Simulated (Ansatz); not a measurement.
Geometry optimisation, RKS PBE-D4/6-31G* in Ansatz.

Input:

```yaml
crystal:
  periodic: [false, false, false]
  atoms:
    - { symbol: Al, position_ang: [0.006017, 0.215785, 0.030819] }
    - { symbol: H, position_ang: [-0.070407, 0.310765, 1.599977] }
    - { symbol: H, position_ang: [1.430744, 0.243666, -0.701395] }
    - { symbol: H, position_ang: [-1.345315, 0.086037, -0.820444] }
    - { symbol: P, position_ang: [0.16682, -2.979, 1.384544] }
    - { symbol: H, position_ang: [-0.652867, -3.028842, 0.205597] }
    - { symbol: H, position_ang: [1.386405, -2.86692, 0.634743] }
    - { symbol: H, position_ang: [0.026303, -1.55939, 1.552159] }
basis:
  gaussian: { orbitals: "6-31G*" }
hamiltonian:
  xc: pbe
  dispersion: d4
relax:
  f_tol: 0.03
  max_steps: 50
```

Run as:

```bash
$ ansatz run input.yaml --threads 1 --pin off --max-ram 2048MiB --backend cpu --events-out ev --progress --plain --runs-dir out
```

Problem. Where does it end, and by what steps?

Solution. The forces met the threshold. After 7 steps the energy has fallen by 0.136 eV; H2 moved furthest, 0.43 Å.

```json
{"step": "0", "energy less start (eV)": "0.0000", "largest force component (eV/Å)": "0.424", "accepted": "yes"}
{"step": "1", "energy less start (eV)": "-0.0667", "largest force component (eV/Å)": "0.124", "accepted": "yes"}
{"step": "2", "energy less start (eV)": "-0.0874", "largest force component (eV/Å)": "0.327", "accepted": "yes"}
{"step": "3", "energy less start (eV)": "-0.1117", "largest force component (eV/Å)": "0.502", "accepted": "yes"}
{"step": "4", "energy less start (eV)": "-0.1217", "largest force component (eV/Å)": "0.234", "accepted": "yes"}
{"step": "5", "energy less start (eV)": "-0.1336", "largest force component (eV/Å)": "0.101", "accepted": "yes"}
{"step": "6", "energy less start (eV)": "-0.1358", "largest force component (eV/Å)": "0.031", "accepted": "yes"}
{"step": "7", "energy less start (eV)": "-0.1359", "largest force component (eV/Å)": "0.012", "accepted": "yes"}
```

```xyz
8
Properties=species:S:1:pos:R:3
Al 0.021 0.060 0.132
H -0.084 0.740 1.585
H 1.456 -0.079 -0.573
H -1.319 -0.245 -0.695
P 0.180 -2.977 1.202
H -0.664 -2.799 0.055
H 1.377 -2.648 0.486
H -0.020 -1.629 1.695
```

Whether the end is a true minimum wasn't checked by a vibrational analysis.

Run time: 15 s on 1 thread of Arm Neoverse V1, on a shared host, peak memory 0.11 GiB.
